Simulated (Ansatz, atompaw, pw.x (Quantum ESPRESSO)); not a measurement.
## Equation-of-state test of one PAW (atompaw) potential (technetium (Tc))

| Property | Result |
| --- | --- |
| Element | Tc (Z = 43) |
| Generator | atompaw 4.2.0.5 |
| Type | PAW |
| Functional | PBEsol |
| Relativity | scalar-relativistic |
| Frozen core | [Ar] 3d10 |
| Valence charge | 15 |
| Reference configuration | 4s2 4p6 4d5 5s2 5p0 |
| Partial waves | 4s (bound): rc 1.60 bohr; 5s (bound): rc 2.05 bohr; 4p (bound): rc 1.70 bohr; 5p (bound, empty): rc 2.05 bohr; 4d (bound): rc 1.65 bohr; 4d channel at 0.9 Ry: rc 1.65 bohr |
| Local potential | bessel scheme, radius 1.65 bohr |
| Core correction | smooth core density matched at 1.95 bohr |
| Augmentation charge | sinc compensation charge, radius 1.70 bohr; PAW radius 2.05 bohr; waves and projectors: custom rrkj vanderbiltortho |

Crystal test: sc Tc in pw.x 7.5, no spin, 13³ k-points, Fermi–Dirac smearing 0.01 Ry, cutoffs 85/850 Ry. The lattice is a test structure that the element need not adopt, and mesh and smearing are coarse.

pw.x input:

```
&control
  calculation='scf', prefix='x', pseudo_dir='./', outdir='./tmp', tstress=.true., disk_io='none'
/
&system
  ibrav=0, nat=1, ntyp=1, ecutwfc=85, ecutrho=850, nbnd=15,
  occupations='smearing', smearing='fd', degauss=0.01
/
&electrons
  conv_thr=1e-09, mixing_beta=0.4, electron_maxstep=70
/
ATOMIC_SPECIES
Tc 1.0 Tc.UPF
CELL_PARAMETERS angstrom
  2.50537510 0.00000000 0.00000000
  0.00000000 2.50537510 0.00000000
  0.00000000 0.00000000 2.50537510
ATOMIC_POSITIONS crystal
Tc 0.0000 0.0000 0.0000
K_POINTS automatic
13 13 13 0 0 0
```

```bash
pw.x < Tc.scf.in > Tc.scf.out
```

**Question.** How does the run end?

**Answer.** It converges; the pressure is 2.01 GPa against -0.20 GPa from all-electron LAPW.  The log shows:

```
     unit-cell volume          =     106.1243 (a.u.)^3
     number of electrons       =        15.00
     number of Kohn-Sham states=           15
     kinetic-energy cutoff     =      85.0000  Ry
     charge density cutoff     =     850.0000  Ry
     scf convergence threshold =      1.0E-09
     Exchange-correlation= SLA PW PSX PSC
     number of k points=    84  Fermi-Dirac smearing, width (Ry)=  0.0100
     iteration #  1     ecut=    85.00 Ry     beta= 0.40
     total energy              =    -391.73902609 Ry
     estimated scf accuracy    <       0.02922311 Ry
     iteration #  2     ecut=    85.00 Ry     beta= 0.40
     total energy              =    -391.74035202 Ry
     estimated scf accuracy    <       0.00685059 Ry
     iteration #  3     ecut=    85.00 Ry     beta= 0.40
     total energy              =    -391.74085771 Ry
     estimated scf accuracy    <       0.00054592 Ry
     iteration #  4     ecut=    85.00 Ry     beta= 0.40
     total energy              =    -391.74096395 Ry
     estimated scf accuracy    <       0.00002000 Ry
     [... 3 iterations left out ...]
     iteration #  8     ecut=    85.00 Ry     beta= 0.40
     total energy              =    -391.74098257 Ry
     estimated scf accuracy    <       0.00000002 Ry
     iteration #  9     ecut=    85.00 Ry     beta= 0.40
     total energy              =    -391.74098257 Ry
     estimated scf accuracy    <          8.6E-09 Ry
     iteration # 10     ecut=    85.00 Ry     beta= 0.40
     total energy              =    -391.74098257 Ry
     estimated scf accuracy    <          1.9E-09 Ry
     iteration # 11     ecut=    85.00 Ry     beta= 0.40
     the Fermi energy is    20.0074 ev
!    total energy              =    -391.74098257 Ry
     estimated scf accuracy    <          2.2E-10 Ry
     smearing contrib. (-TS)   =      -0.00551443 Ry
     convergence has been achieved in  11 iterations
          total   stress  (Ry/bohr**3)                   (kbar)     P=       20.06
     Message from routine punch:
     Nothing written, as per user request (disk_io='none')
```
